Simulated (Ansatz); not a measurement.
Total energies of P₂+ (`P#[P+]`) radical.

Bond lengths: P1–P2 1.966 Å.

Charge 1, multiplicity 2. The structure was optimised at the PBE0-D4/def2-TZVP level. Basis def2-TZVPP, the Gaussian-basis code of Ansatz.

RPA on PBE orbitals: Hartree–Fock energy of these orbitals -681.11743 Eh, correlation -0.42314 Eh (frozen core).

```csv
functional,energy without D4 (Eh),D4 term (kJ/mol)
CAM-B3LYP,-682.33945,-3.5
B2PLYP,-682.08943,–
```

**Question.** Give the same for LDA (SPW92), PBE, revPBE, BLYP, r2SCAN, B97M-V, PBE0, B3LYP, r2SCANh, r2SCAN0, HSE06 (plane-wave form), BHLYP, LC-ωPBE, ωB97X-V, ωB97M-V, PBE-QIDH. (Estimate.)

**Answer.** Ansatz gave: 
```tsv
functional	energy without D4 (Eh)	D4 term (kJ/mol)
LDA (SPW92)	-679.80688	–
PBE	-682.01979	-4.0
revPBE	-682.20836	-10.2
BLYP	-682.34942	-8.8
r2SCAN	-682.27298	-0.7
B97M-V	-682.15461	–
PBE0	-682.06755	-3.3
B3LYP	-682.36671	-6.7
r2SCANh	-682.26740	-0.8
r2SCAN0	-682.25952	-1.0
HSE06 (plane-wave form)	-682.05431	-3.2
BHLYP	-682.32868	-6.3
LC-ωPBE	-682.09316	–
ωB97X-V	-682.21029	–
ωB97M-V	-682.29680	–
PBE-QIDH	-681.88526	–
```

B3LYP takes the VWN-RPA correlation (the form of Gaussian; ORCA's B3LYP/G). HSE06 is the plane-wave form, built on full-range PBE exchange. The double hybrids freeze the cores in their second-order part.

LC-ωPBE has ω = 0.4 bohr⁻¹.
